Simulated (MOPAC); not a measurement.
Job for MOPAC: PM3 on CH5N (SMILES CN).

```
PM3 1SCF PRECISE CHARGE=0 THREADS=1
CH5N

N     -1.68327762 1    -0.41999695 1    -0.57915791 1
H     -0.69287862 1    -0.63221195 1    -0.60723091 1
H     -2.15826562 1    -1.30954395 1    -0.50232291 1
C     -1.96560862 1     0.38175505 1     0.60907609 1
H     -3.03145362 1     0.59606305 1     0.65886409 1
H     -1.67061662 1    -0.07190595 1     1.56104809 1
H     -1.45283262 1     1.33817605 1     0.52464809 1
```

The log:

```
*******************************************************************************
 **                                                                           **
 **                              MOPAC v23.2.5                                **
 **                                                                           **
 *******************************************************************************
 ** MOPAC's Digital Object Identifier: https://doi.org/10.5281/zenodo.6511958 **
 **                                                                           **
 ** Please cite the open-source release paper for use of this MOPAC version:  **
 ** J. E. Moussa and J. J. P. Stewart (2026)                                  **
 ** MOPAC: An open-source semiempirical molecular orbital program             **
 ** J. Open Source Softw., 11(119), 8025, https://doi.org/10.21105/joss.08025 **
 *******************************************************************************

                              PM3 CALCULATION RESULTS

 *******************************************************************************
 *  PM3        - The PM3 Hamiltonian to be used
 *
 *
 *
 *                 CHARGE ON SYSTEM = 0
 *
 *
 *
 *  PRECISE    - TIGHTER CRITERIA TO BE USED
 *  1SCF       - DO 1 SCF AND THEN STOP
 *  THREADS=1  - MULTI-THREADING NOT USED
 *  T=         - A TIME OF 172800.0 SECONDS REQUESTED
 *  DUMP=N     - RESTART FILE WRITTEN EVERY 7200.0 SECONDS REQUESTED
 *******************************************************************************
PM3 1SCF PRECISE CHARGE=0 THREADS=1
 CH5N

   ATOM   CHEMICAL          X               Y               Z
  NUMBER   SYMBOL      (ANGSTROMS)     (ANGSTROMS)     (ANGSTROMS)

     1       N         -1.68327762  *  -0.41999695  *  -0.57915791  *
     2       H         -0.69287862  *  -0.63221195  *  -0.60723091  *
     3       H         -2.15826562  *  -1.30954395  *  -0.50232291  *
     4       C         -1.96560862  *   0.38175505  *   0.60907609  *
     5       H         -3.03145362  *   0.59606305  *   0.65886409  *
     6       H         -1.67061662  *  -0.07190595  *   1.56104809  *
     7       H         -1.45283262  *   1.33817605  *   0.52464809  *



          CARTESIAN COORDINATES

    NO.       ATOM           X           Y           Z

     1         N         -1.6833     -0.4200     -0.5792
     2         H         -0.6929     -0.6322     -0.6072
     3         H         -2.1583     -1.3095     -0.5023
     4         C         -1.9656      0.3818      0.6091
     5         H         -3.0315      0.5961      0.6589
     6         H         -1.6706     -0.0719      1.5610
     7         H         -1.4528      1.3382      0.5246

  H: (PM3): J. J. P. STEWART, J. COMP. CHEM. 10, 209 (1989).
  C: (PM3): J. J. P. STEWART, J. COMP. CHEM. 10, 209 (1989).
  N: (PM3): J. J. P. STEWART, J. COMP. CHEM. 10, 209 (1989).

           Empirical Formula: C H5 N  =     7 atoms



      MOLECULAR POINT GROUP   :   Cs


      RHF CALCULATION, NO. OF DOUBLY OCCUPIED LEVELS = 7


 -------------------------------------------------------------------------------
 PM3 1SCF PRECISE CHARGE=0 THREADS=1
 CH5N



     1SCF WAS SPECIFIED, SO BFGS WAS NOT USED
     SCF FIELD WAS ACHIEVED


                              PM3 CALCULATION
                                                       MOPAC v23.2.5 Linux




          FINAL HEAT OF FORMATION =         -4.79114 KCAL/MOL =     -20.04613 KJ/MOL


          COSMO AREA              =         70.51 SQUARE ANGSTROMS
          COSMO VOLUME            =         51.78 CUBIC ANGSTROMS

          IONIZATION POTENTIAL    =          9.496868 EV
          HOMO LUMO ENERGIES (EV) =         -9.497  3.135
          NO. OF FILLED LEVELS    =          7
          MOLECULAR WEIGHT        =         31.0572         POINT GROUP:  Cs

          MOLECULAR DIMENSIONS (Angstroms)

            Atom       Atom       Distance
            H     5    H     2     2.92926
            H     3    H     7     2.75333
            N     1    H     6     1.73410


          SCF CALCULATIONS        =          1





   ATOM   CHEMICAL          X               Y               Z
  NUMBER   SYMBOL      (ANGSTROMS)     (ANGSTROMS)     (ANGSTROMS)

     1       N         -1.68327762  *  -0.41999695  *  -0.57915791  *
     2       H         -0.69287862  *  -0.63221195  *  -0.60723091  *
     3       H         -2.15826562  *  -1.30954395  *  -0.50232291  *
     4       C         -1.96560862  *   0.38175505  *   0.60907609  *
     5       H         -3.03145362  *   0.59606305  *   0.65886409  *
     6       H         -1.67061662  *  -0.07190595  *   1.56104809  *
     7       H         -1.45283262  *   1.33817605  *   0.52464809  *

                             CARTESIAN COORDINATES

   1    N       -1.683277620    -0.419996950    -0.579157910
   2    H       -0.692878620    -0.632211950    -0.607230910
   3    H       -2.158265620    -1.309543950    -0.502322910
   4    C       -1.965608620     0.381755050     0.609076090
   5    H       -3.031453620     0.596063050     0.658864090
   6    H       -1.670616620    -0.071905950     1.561048090
   7    H       -1.452832620     1.338176050     0.524648090


           Empirical Formula: C H5 N  =     7 atoms



      MOLECULAR POINT GROUP   :   Cs


                  EIGENVALUES
 -33.26347 -23.07706 -16.34309 -15.33641 -14.08312 -12.58902  -9.49687   3.13516
   3.80423   4.09006   4.38145   5.30973   5.55642


              NET ATOMIC CHARGES AND DIPOLE CONTRIBUTIONS

  ATOM NO.   TYPE          CHARGE      No. of ELECS.   s-Pop       p-Pop
    1          N          -0.025433        5.0254     1.46593     3.55950
    2          H           0.018003        0.9820     0.98200
    3          H           0.017995        0.9820     0.98200
    4          C          -0.113156        4.1132     1.14556     2.96759
    5          H           0.043606        0.9564     0.95639
    6          H           0.015672        0.9843     0.98433
    7          H           0.043312        0.9567     0.95669
 DIPOLE           X         Y         Z       TOTAL
 POINT-CHG.    -0.035     0.074     0.008     0.082
 HYBRID         0.431    -0.743     1.194     1.471
 SUM            0.396    -0.669     1.203     1.432


          ATOMIC ORBITAL ELECTRON POPULATIONS

     Atom    s        px        py        pz
    1  N   1.46593   1.04852   1.14518   1.36580
    2  H   0.98200
    3  H   0.98200
    4  C   1.14556   1.01831   0.99844   0.95085
    5  H   0.95639
    6  H   0.98433
    7  H   0.95669

 **********************
 *                    *
 * JOB ENDED NORMALLY *
 *                    *
 **********************




 == MOPAC DONE ==
```

The run finished.

Cost: around 0.04 core-seconds (rough).
